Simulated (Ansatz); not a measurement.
**H$_{2}$B–P, triplet: reading a ladder of total energies**

Geometry: that of the H2B–P, singlet, kept fixed. The singlet lies 0.3 eV lower here.

```xyz
4

B     0.0000    0.0000    1.1993
P     0.0000    0.0000   -0.5361
H     0.0000    1.0399    1.8053
H     0.0000   -1.0399    1.8053
```

Basis cc-pVDZ; Ansatz 0.2.0. Only valence electrons are correlated (noble-gas cores frozen), which leaves 10 electrons in 36 orbitals. Prefix R: restricted or restricted open-shell reference.

Full CI isn't at hand for all of this; RCCSDTQ serves as the reference, and is uncertain by about the last step of the cluster series.

Runs differ by some tens of microhartree through their thresholds and, for an open shell, their frozen cores, so steps under 0.03 kcal/mol mean nothing.

```
    level  total energy (hartree)
      RHF             -366.516903
     RMP2             -366.682719
    RCCSD             -366.717230
 RCCSD(T)             -366.722261
   RCCSDT             -366.723228
RCCSDT(Q)             -366.723478
  RCCSDTQ             -366.723507
```

**Question.** What is the correlation energy at RCCSDTQ, and what share of it do RMP2 and RCCSD(T) recover?

**Answer.** E(corr) = -366.723507 − (-366.516903) = -0.206604 hartree = -5.622 eV. RMP2: -0.165816 / -0.206604 = 80.26 %. RCCSD(T): -0.205358 / -0.206604 = 99.40 %.

**Question.** By how many kcal/mol does RCCSD(T) miss RCCSDTQ (1 hartree = 627.509 kcal/mol), and which steps make up the rest?

**Answer.** -366.722261 − (-366.723507) = 0.001246 hartree = 0.78 kcal/mol. Steps: RCCSDT − RCCSD(T) = -0.61, RCCSDT(Q) − RCCSDT = -0.16, RCCSDTQ − RCCSDT(Q) = -0.02 kcal/mol. That is within 1 kcal/mol of the reference in this basis, which itself misses far more of the correlation at the basis-set limit.
